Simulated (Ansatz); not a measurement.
Species: CH3S, charge 0, doublet. CH3S (SMILES C[S], doublet).
B3LYP-D3(BJ)/def2-TZVP minimum from Ansatz (an electronic-structure program):
```xyz
5

C     -0.0139     1.1056     0.0124
S      0.0013    -0.6916    -0.0079
H      1.0336     1.4242     0.0401
H     -0.5062     1.4939     0.9033
H     -0.4650     1.5146    -0.8909
```
Charge 0, spin multiplicity 2.

Total energies in aug-cc-pV(D+d)Z, 13 correlated electrons, 6 frozen orbitals. Open shells are spin-unrestricted; no spin-orbit coupling. Cores are frozen in correlated methods. No relativity.

| method | program | energy (Eh) | minus CCSDT(Q) (mEh) |
|---|---|---|---|
| HF | Ansatz | -437.13031 | 316.93 |
| MP2 | Ansatz | -437.40024 | 47.00 |
| CCSD | Ansatz | -437.43619 | 11.05 |
| CCSD(T) | Ansatz | -437.44575 | 1.49 |
| CCSDT(Q) | Ansatz | -437.44724 | 0.00 |

Rough core times of Ansatz's runs on a shared machine: CCSD(T) 40 s, CCSDT(Q) 10 min.
